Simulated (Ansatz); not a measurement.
Ideal-gas functions of F2H− (`F[H-]F`) at 600 K and 1 bar, from an Ansatz frequency run at PBE0-D4/def2-TZVPD.

Molar mass 39.0 g/mol, point group D∞h (symmetry number 2), electronic degeneracy 1, moments of inertia 49.654 u Å². Harmonic wavenumbers (cm⁻¹, unscaled): 633, 1313, 1313, 1431.

Use S(trans) = R[1.5 ln M + 2.5 ln T − 1.1517]; rotational temperatures θ = 24.2544 K / I; S(rot) = R[ln(T/σθ) + 1]; for each mode x = 1.438777 ν̃/T, S = R[x/(eˣ − 1) − ln(1 − e⁻ˣ)] and H = RT x/(eˣ − 1); 1 cm⁻¹ = 0.0119627 kJ/mol; R = 8.31446 J/(mol·K).

Question: By hand: the entropy, in J/(mol·K).

Answer: Translation 169.1. Rotation: θ = 0.4885 K, giving 61.7. Vibration, mode by mode: 5.60, 1.54, 1.54, 1.23, in all 9.9. Electronic 0.0. Sum 240.7 J/(mol·K).

Question: By hand: H − E and G − E in kJ/mol, counted from the electronic energy.

Answer: Zero-point energy ½ × 4690 × 0.0119627 = 28.1; thermal vibration 4.1; translation, rotation and pV give 3.5 RT = 17.5. H − E = 49.7 kJ/mol, and G − E = 49.7 − 600 × 240.7/1000 = -94.7 kJ/mol.

Vibration gives 4 % of the entropy.
